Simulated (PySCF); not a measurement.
How exact exchange moves a shielding

Molecule: SMILES F[C@H]1[C@H]2CC[C@@H]12, C₅H₇F.

Atom-mapped SMILES (the numbers label the heavy atoms): `[F:1][C@H:2]1[C@H:3]2[CH2:4][CH2:5][C@@H:6]12`. Hydrogens are named by the atom that carries them. Ha(C4), Ha(C5) are cis to C2 on the ring; Hb(C4), Hb(C5) are trans to C2 on the ring.

GIAO shieldings (ppm, equivalent atoms averaged) in PySCF 2.14 on the PBE0-D3(BJ)/def2-SVP geometry, basis pcSseg-1, gas phase, non-relativistic:

| functional | exact exchange (%) | σ(F1) | σ(C2) | σ(C3/C6) |
| --- | --- | --- | --- | --- |
| BLYP | 0 | 419.7 | 95.2 | 151.9 |
| BP86 | 0 | 422.5 | 100.4 | 156.5 |
| PBE | 0 | 421.7 | 100.9 | 157.1 |
| B3LYP | 20 | 430.5 | 101.9 | 157.2 |
| PBE0 | 25 | 434.1 | 108.6 | 163.1 |
| mPW1PW91 | 25 | 433.7 | 107.6 | 162.1 |
| HF | 100 | 461.6 | 124.5 | 174.8 |

Q: Fit each shielding as a line in the percentage of exact exchange.

A: σ(F1) = 422.2 + 0.40 x (rms 1.4 ppm); σ(C2) = 99.3 + 0.26 x (rms 2.4 ppm); σ(C3/C6) = 155.6 + 0.20 x (rms 2.1 ppm). The functionals also differ in their semilocal parts, which the line can't hold; Hartree–Fock has no correlation at all.

Q: What does the line predict for BHandHLYP (50 %), and what does the run give?

A: σ(F1): 442.2 predicted, 443.8 computed; σ(C2): 112.3 predicted, 110.6 computed; σ(C3/C6): 165.6 predicted, 164.0 computed ppm.
